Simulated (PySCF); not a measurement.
Stepwise substitution at one centre (B Cl-SH). All species are isolated molecules in the gas phase. One relaxed conformer stands for each flexible species; it need not be the lowest. Strings in code marks are SMILES.

Level of theory: PBE-D3(BJ)/def2-TZVP // B3LYP-D3(BJ)/def2-TZVP in PySCF. All candidates: neutral, multiplicity 1. 

| Property | Result |
|---|---|
| LUMO | -1.90 eV |
| HOMO–LUMO gap | 4.68 eV |
| HOMO | -6.58 eV |

**Question.** Name which member has these values.
(A) `ClB(Cl)Cl`
(B) `SB(Cl)Cl` (H–S–B–Cl torsion 0°)
(C) `SB(S)S`
(D) `SB(S)Cl` (H–S–B–Cl torsion 180°, Cl–B–S–H torsion 0°)

**Answer.** D, `SB(S)Cl` (H–S–B–Cl torsion 180°, Cl–B–S–H torsion 0°). The others give `ClB(Cl)Cl`: -2.65 eV, 5.02 eV, -7.66 eV; `SB(S)S`: -1.59 eV, 4.82 eV, -6.41 eV; `SB(Cl)Cl` (H–S–B–Cl torsion 0°): -2.25 eV, 4.89 eV, -7.13 eV
